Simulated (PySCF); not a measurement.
# Magnetisability: `[NH2-]`, [H2N]-, charge -1

Geometry:
```
atom   x (Å)   y (Å)   z (Å)
  N1   0.005   0.468  -0.002
  H2  -0.776  -0.233  -0.069
  H3   0.782  -0.237   0.059
```

Total charge -1.

Computed, not measured: GIAO B3LYP/aug-pcSseg-1 magnetisability, rotational g tensor and spin-rotation constants, non-relativistic, gas phase (PySCF). Geometry: PBE0-D3(BJ)/def2-SVP.

For an ion the centre-of-mass motion in the field is neglected. The highest occupied orbital is unbound at this level, so the values depend on the basis.

How diamagnetic is it, and how anisotropic?

Isotropic -390 × 10⁻³⁰ J/T², or -23.5 × 10⁻⁶ cm³/mol; principal values -433, -389, -347 × 10⁻³⁰ J/T², anisotropy 74 × 10⁻³⁰ J/T² (root of half the summed squared differences of the principal values). The susceptibility is in cgs units.

Split it along the inertial axes a, b, c into diamagnetic and paramagnetic parts about the centre of mass, with the quadrupole moment.


```tsv
axis	χ (10⁻⁶ cm³/mol)	diamagnetic (10⁻⁶ cm³/mol)	paramagnetic (10⁻⁶ cm³/mol)	summed x² of all electrons (Å²)	quadrupole Θ (D Å)
a	-26.1	-28.2	2.1	3.4	+3.54
b	-20.9	-28.4	7.5	3.4	+0.89
c	-23.4	-28.7	5.3	3.3	-4.43
```
Anisotropies 2χaa − χbb − χcc = -7.8 and 2χbb − χaa − χcc = +7.7 × 10⁻⁶ cm³/mol. Θ is traceless in Buckingham's convention.

And the rotational g tensor?


```tsv
axis	rotational constant (GHz)	g	nuclear part	electronic part
a	580.5792	+0.3532	0.9371	-0.5839
b	410.1746	-0.4439	0.9995	-1.4433
c	240.3613	+0.3753	0.9736	-0.5984
```
Asymmetric top; isotopes 1H, 14N; no vibrational averaging.
